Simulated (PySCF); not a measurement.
Cyanoformamide, C₂H₂N₂O.
Structure used (GFN2-xTB), in Å, numbered top down from 1:
```xyz
7
C2H2N2O angstrom
N      2.335   -0.690   -0.369
C      1.339   -0.168   -0.160
C      0.088    0.539    0.113
N     -0.992   -0.269    0.023
O      0.053    1.714    0.387
H     -1.904    0.123    0.191
H     -0.915   -1.244   -0.212
```

Computed with PySCF 2.14.0, density-fitted response routines, TDDFT wB97X-D/def2-SVPD, vertical, gas phase, core orbitals frozen in the response.

Ground-to-excited transition dipoles (e·a0, same axes as the geometry; the sign carries no meaning), for the states with f of 0.002 or more among the lowest 8:

| state | E (hartree) | μx | μy | μz |
| --- | --- | --- | --- | --- |
| S2 | 0.2482 | -0.548 | -0.702 | -0.113 |
| S4 | 0.2713 | -0.518 | 0.159 | 0.083 |
| S5 | 0.2947 | -0.022 | 0.061 | -0.259 |
| S6 | 0.3010 | 0.023 | -0.059 | 0.256 |
| S8 | 0.3062 | -0.369 | 0.338 | 0.111 |

(1) What oscillator strength does each state have?

(2) The point group is Cs. Which irreducible representation does each state belong to?

(3) Which bond between heavy atoms lies closest to the direction of the S2 transition dipole?

(4) What angle do the transition dipoles of S2 and S6 make?

(5) What peak molar absorption coefficient would the strongest computed level give as a lone Gaussian band 0.5 eV wide at half height?

Answers

(1) f = (2/3) ΔE |μ|² with ΔE in hartree (27.2114 eV).

```
state  |μ|² (au)  |μ| (D)      f
   S2      0.806     2.28  0.133
   S4      0.300     1.39  0.054
   S5      0.071     0.68  0.014
   S6      0.070     0.67  0.014
   S8      0.263     1.30  0.054
```

(2) Polarised normal to the mirror plane, so A″: S5 and S6. Polarised in the mirror plane, so A′: S2, S4 and S8.

(3) C3–N4, at 16° from it; next C3–O5 at 39°.

(4) |cos θ| = |μa·μb| / (|μa| |μb|) = 0.00, so θ ≈ 90° (taken between 0 and 90°, since the signs are arbitrary).

(5) ε(max) = 2.175×10⁸ f / FWHM, with the width in cm⁻¹. S2: 2.175×10⁸ × 0.1333 / 4033 ≈ 7200 L mol⁻¹ cm⁻¹.

One conformer stands for the species.
